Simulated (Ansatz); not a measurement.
# CH, quartet: reading a ladder of total energies

Geometry: a point of a stretch scan, not a stationary point.

```yaml
atoms:
  - { symbol: C, position_ang: [0.0000, 0.0000, 0.0000] }
  - { symbol: H, position_ang: [0.0000, 0.0000, 0.8690] }
```

Basis cc-pVTZ; Ansatz 0.2.0. Only valence electrons are correlated (noble-gas cores frozen), which leaves 5 electrons in 43 orbitals. R marks a restricted (for open shells ROHF) determinant, U an unrestricted one.

Full CI is exact within this basis and frozen core; it isn't the basis-set limit. The frozen core follows each run's orbitals, which can shift R against U totals by a few meV.

UCCSD has a T1 diagnostic of 0.015 and a largest doubles amplitude of 0.04.

Runs differ by some tens of microhartree through their thresholds and, for an open shell, their frozen cores, so the step to full CI, which has another core, is uncertain by up to 0.1 kcal/mol.

```json
{"level": "UHF", "total energy (hartree)": "-38.245856"}
{"level": "UMP2", "total energy (hartree)": "-38.321556"}
{"level": "UCCSD", "total energy (hartree)": "-38.335710"}
{"level": "UCCSD(T)", "total energy (hartree)": "-38.337561"}
{"level": "UCCSDT", "total energy (hartree)": "-38.337898"}
{"level": "UCCSDT(Q)", "total energy (hartree)": "-38.337924"}
{"level": "full CI", "total energy (hartree)": "-38.337834"}
```

What is the correlation energy at full CI, and what share of it do UMP2 and UCCSD(T) recover?

E(corr) = -38.337834 − (-38.245856) = -0.091978 hartree = -2.503 eV. UMP2: -0.075700 / -0.091978 = 82.30 %. UCCSD(T): -0.091705 / -0.091978 = 99.70 %.

By how many kcal/mol does UCCSD(T) miss full CI (1 hartree = 627.509 kcal/mol), and which steps make up the rest?

-38.337561 − (-38.337834) = 0.000273 hartree = 0.17 kcal/mol. Steps: UCCSDT − UCCSD(T) = -0.21, UCCSDT(Q) − UCCSDT = -0.02, full CI − UCCSDT(Q) = 0.06 kcal/mol. That is within 1 kcal/mol of the reference in this basis, which itself misses far more of the correlation at the basis-set limit.
